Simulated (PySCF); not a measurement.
## Solvent effects on NMR parameters

Structure with atom numbers: `[CH2:1]=[CH:2][C@H:3]([CH3:4])[NH2:5]`. Hydrogens are named by the atom that carries them. Ha(C1) is cis to C3; Hb(C1) is trans to C3.

GIAO PBE0/pcSseg-1 in PySCF 2.14.0 with density-fitted response routines on one PBE0-D3(BJ)/def2-SVP conformer, non-relativistic, equivalent nuclei averaged. Solvents enter as an IEF-PCM continuum (benzene with ε = 2.3, acetone with ε = 20.5) around the gas-phase geometry. Shifts are referred to TMS computed in the same medium.

In benzene, δ in ppm: C2 153.6, C1 121.2, C3 55.5, C4 31.3, H(C2) 5.85, Ha(C1) 5.43, Hb(C1) 5.27, H(C3) 3.09, H(C4) 1.07, H(N5) 0.31. Dipole moment 1.70 D.

(1) How does each δ change in the more polar medium?

(2) Which nuclei move most (in ppm), and what does the model miss?

## Answers

(1) 
```tsv
atoms	environment	Δδ, acetone
C2	alkene CH	+1.6
C1	terminal =CH2 carbon	+0.4
C3	allylic sp3 CH bonded to N	+0.5
C4	methyl carbon	-0.4
H(C2)	hydrogen on an alkene CH	+0.14
Ha(C1)	hydrogen on a terminal =CH2 carbon	+0.05
Hb(C1)	hydrogen on a terminal =CH2 carbon	+0.06
H(C3)	hydrogen on an allylic sp3 CH bonded to N	+0.03
H(C4)	hydrogen on a methyl carbon	+0.04
H(N5)	hydrogen on an amine nitrogen	+0.23
```

Changes are relative to benzene. The dipole moment becomes 1.96 D in acetone.

(2) C2 (alkene CH, +1.6 ppm) in acetone. A continuum only polarises the solute; specific hydrogen bonds, the anisotropy of aromatic solvents and changes of geometry or conformer are outside it.
